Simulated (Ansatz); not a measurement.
A calculation with Ansatz (development build ahead of 0.2.0).

```yaml
crystal:
  periodic: [false, false, false]
  atoms:
    - { symbol: C, position_ang: [0.0, 1.3813, 0.0] }
    - { symbol: C, position_ang: [1.1962, 0.6906, 0.0] }
    - { symbol: C, position_ang: [1.1962, -0.6906, 0.0] }
    - { symbol: C, position_ang: [0.0, -1.3813, 0.0] }
    - { symbol: C, position_ang: [-1.1962, -0.6906, 0.0] }
    - { symbol: C, position_ang: [-1.1962, 0.6906, 0.0] }
    - { symbol: H, position_ang: [2.1283, 1.2288, 0.0] }
    - { symbol: H, position_ang: [2.1283, -1.2288, 0.0] }
    - { symbol: H, position_ang: [0.0, -2.4575, 0.0] }
    - { symbol: H, position_ang: [-2.1283, -1.2288, 0.0] }
    - { symbol: H, position_ang: [-2.1283, 1.2288, 0.0] }
basis:
  gaussian: { orbitals: def2-TZVP }
magnetization:
  spin_polarized: true
  initial_magnetization: 1
hamiltonian:
  xc: hf
```

The input is written out in the form of the current development build from the run's settings.

Results

```json
{
 "Converged": "yes",
 "Total energy": "-230.14101 hartree",
 "Spin squared of the determinant": "1.307",
 "Stability test": "minimum"
}
```

Caution: the unrestricted determinant is spin contaminated.
